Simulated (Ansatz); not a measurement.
# Worked example: correlation energy of HBCl⁺, singlet

Geometry: that of the HBCl, doublet, kept fixed.

```yaml
atoms:
  - { symbol: B, position_ang: [0.0000, -0.1861, 1.2546] }
  - { symbol: Cl, position_ang: [0.0000, 0.0365, -0.4405] }
  - { symbol: H, position_ang: [0.0000, 0.7137, 2.0386] }
```

Basis 6-31G; Ansatz 0.2.0. Correlated methods freeze the noble-gas cores, which leaves 10 electrons in 18 orbitals. Prefix R: restricted or restricted open-shell reference.

Full CI is exact within this basis and frozen core; it isn't the basis-set limit.

Runs differ by some tens of microhartree through their thresholds, so steps under 0.03 kcal/mol mean nothing.

| level | total energy (hartree) |
| --- | --- |
| RHF | -484.346870 |
| RMP2 | -484.444029 |
| RCCSD | -484.459430 |
| RCCSD(T) | -484.465350 |
| RCCSDT | -484.466454 |
| RCCSDT(Q) | -484.466385 |
| RCCSDTQ | -484.466209 |
| full CI | -484.466022 |

**Question.** What is the correlation energy at full CI, and what share of it do RMP2 and RCCSD recover?

**Answer.** E(corr) = -484.466022 − (-484.346870) = -0.119152 hartree = -3.242 eV. RMP2: -0.097159 / -0.119152 = 81.54 %. RCCSD: -0.112560 / -0.119152 = 94.47 %.

**Question.** By how many kcal/mol does RCCSD(T) miss full CI (1 hartree = 627.509 kcal/mol), and which steps make up the rest?

**Answer.** -484.465350 − (-484.466022) = 0.000672 hartree = 0.42 kcal/mol. Steps: RCCSDT − RCCSD(T) = -0.69, RCCSDT(Q) − RCCSDT = 0.04, RCCSDTQ − RCCSDT(Q) = 0.11, full CI − RCCSDTQ = 0.12 kcal/mol. That is within 1 kcal/mol of the reference in this basis, which itself misses far more of the correlation at the basis-set limit.
